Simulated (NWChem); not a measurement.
**Atomisation of dimethylamine (C2H7N)**

SMILES: CNC
```xyz
10

C     -0.2167     0.0184    -1.2073
N      0.5514    -0.1400     0.0000
C     -0.2167     0.0184     1.2073
H     -0.7624     0.9861    -1.2886
H     -0.9733    -0.7815    -1.2786
H      0.4361    -0.0754    -2.0886
H      1.3400     0.5011     0.0000
H     -0.7624     0.9861     1.2886
H      0.4361    -0.0754     2.0886
H     -0.9733    -0.7815     1.2786
```
Charge 0, spin multiplicity 1.

All runs are NWChem calculations. The geometry was optimised at PBE0/def2-SVP, a minimum by its harmonic frequencies.

Basis set: def2-TZVP. The atomisation energy is electronic alone: no zero-point, thermal, spin-orbit or counterpoise terms. No value is extrapolated to the basis-set limit. Free atoms are single determinants with multiplicities C 3, N 4, H 2. Correlated methods freeze the same cores in atoms and molecule, 3 orbitals in all.

Costs are rough ratios of processor time within this set of runs, SCF included, with LDA (SVWN5) as 1. Costs are the molecule's.

B3LYP has NWChem's definition, with VWN1-RPA local correlation. GW and range-separated runs recompute their integrals, the others keep them in memory, which bears on the times. No SCF solution was tested for a lower state. Open-shell Hartree-Fock references start from PBE0 orbitals; any time given for them includes that run.

| method | atomisation energy (kcal/mol) | relative cost |
|---|---|---|
| LDA (SVWN5) | ? | 1 |
| B3LYP | ? | under 3 |
| HF | 631.6 | under 3 |
| PBE | ? | under 3 |
| PBE0 | ? | under 3 |
| MP2 | 838.3 | under 3 |
| TPSS | 875.1 | under 3 |
| M06-2X | 867.0 | under 3 |
| CAM-B3LYP | 872.8 | 10 |

### Question
Complete the blanks.

### Answer

- LDA (SVWN5), atomisation energy (kcal/mol): 987.5
- B3LYP, atomisation energy (kcal/mol): 867.8
- PBE, atomisation energy (kcal/mol): 881.6
- PBE0, atomisation energy (kcal/mol): 868.8
